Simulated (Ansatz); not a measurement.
Results of RPBE in Ansatz (plane waves, PAW) for rock-salt HfN.

Settings: plane-wave cutoff 520 eV, 22×22×22 k mesh, Fermi–Dirac smearing 0.05 eV, scalar-relativistic PAW data made under PBE.

Equation-of-state points:

```tsv
V (Å³/atom)	E − E_lowest (meV/atom)
11.245	37.45
11.484	16.04
11.723	3.87
11.963	0.00
12.202	3.60
12.441	13.90
12.681	30.25
```

Problem. Fit the third-order Birch–Murnaghan equation and give B0 and B′.

Solution. V0 = 11.963 Å³/atom, B0 = 250 GPa, B′ = 4.3 (fit to the energies at full precision).

Measured, for comparison: bulk modulus 260 GPa (room temperature, no zero-point or thermal correction, our sources range from 260 to 306; as tabulated in Synthesis of Binary Transition Metal Nitrides, Carbides and Borides from the …); equilibrium volume per atom 11.57 Å³/atom (room temperature, no zero-point or thermal correction; as tabulated in Seo, Lee, Wen, Petrov, Greene, Gall, J. Appl. Phys. 96, 878 (2004)). Computed (rounded) less measured: bulk modulus not scored (sources differ), equilibrium volume per atom +3.4 %.

Spin–orbit coupling is not included.

Static lattice: no zero-point or thermal effects.

It cost about 90 core-seconds (a rough figure) of CPU time.

Ansatz is a program for electronic structure.
